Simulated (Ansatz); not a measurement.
The cluster C₃H₂, relaxed as a quintet with UKS r2SCAN-D4/def2-TZVP in Ansatz, starting from the r2SCAN-D4/def2-TZVP geometry of the neutral singlet. Force threshold 0.02 eV/Å.

At r2SCAN-D4/def2-TZVP a singlet of charge 0 lies 5.48 eV below the quintet, each at its own geometry. The structure comes from a short search, and lower isomers may exist.

Start:

Cartesian coordinates in Å:
```
C -0.6143 -0.0831 -0.2314
C 0.6093 0.0175 0.2573
C 0.0854 1.1291 -0.4461
H 1.4390 -0.4102 0.8010
H -1.5195 -0.6533 -0.3808
```

Question: Estimate the energy that the relaxation releases and the steps that it takes.

Answer: 64.9 kcal/mol, in 9 steps; 6 s on 4 threads of AMD EPYC 9B45 on a shared host. No frequencies were taken in this run, so the end may be a saddle point.

Question: Does the start keep its bonding and symmetry?

Answer: By distances, no bond broke or formed. The bond that changes most is C1–C2, from 1.32 to 1.47 Å (atoms count from 1). Point group C2v at the start, C2 at the end, both within 0.05 Å.

Question: Predict the relaxed structure.

Answer: 
```xyz
5

C    -0.4511   -0.3477   -0.4968
C     0.4270    0.0284    0.6230
C     0.0804    1.0629   -0.4200
H     1.4707   -0.3149    0.5778
H    -1.5269   -0.4287   -0.2840
```
Bond lengths: 3 × C–C 1.47 to 1.51 Å; 2 × C–H 1.10 Å.
